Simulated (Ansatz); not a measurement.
## Diamond

The numbers are results of PBE-D4 (plane waves, PAW; Ansatz, a first-principles code), not measurements.

Run with plane-wave cutoff 520 eV, 16×16×16 k mesh, Fermi–Dirac smearing 0.01 eV, scalar-relativistic PAW data made under PBE.

Cell (relaxed at this level):

```yaml
crystal:
  lattice:
    - [0.00000, 1.77866, 1.77866]
    - [1.77866, 0.00000, 1.77866]
    - [1.77866, 1.77866, 0.00000]
  atoms:
    - { symbol: C, position: [0.00000, 0.00000, 0.00000] }
    - { symbol: C, position: [0.25000, 0.25000, 0.25000] }
```

| Property | Result |
|---|---|
| bulk modulus B0 | 443 GPa |
| band gap | 4.16 eV (indirect) |
| smallest direct gap on the k points sampled | 5.62 eV |
| width of the whole s-p valence band | 21.58 eV |
| pressure derivative B′ of the bulk modulus | 3.7 |

Measured, for comparison: bulk modulus 455 GPa (0 K value with the zero-point phonon effect removed; as tabulated in Mejia-Rodriguez and Trickey (2018), arXiv:1807.09216). Computed (rounded) less measured: bulk modulus -3 %.
